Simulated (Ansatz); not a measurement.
Results of LDA in Ansatz (plane waves, PAW) for bcc Li.

Settings: plane-wave cutoff 520 eV, 26×26×26 k mesh, Fermi–Dirac smearing 0.08 eV (set by the program), scalar-relativistic PAW data made under PBE.

Computed at the level's own relaxed cell.

Hill averages of the elastic tensor: K = 15.0 GPa, G = 4.9 GPa. Volume 19.013 Å³/atom, mean atomic mass 6.941 u.

Work out the density, the sound velocities of a polycrystal and the elastic Debye temperature at this level.

ρ = 1.66054 × 6.941/19.013 = 0.606 g/cm³. v_l = √[(K + 4G/3)/ρ] = 5.961 km/s and v_t = √(G/ρ) = 2.844 km/s. The mean follows from 3/v_m³ = 1/v_l³ + 2/v_t³: v_m = 3.199 km/s. Θ_D = (ħ/k_B) v_m (6π²/V)^(1/3) = 76.38 K Å s/km × 3.199 × 1.4604 Å⁻¹ = 357 K, counting all atoms of the cell.

Ansatz is a program for electronic structure.
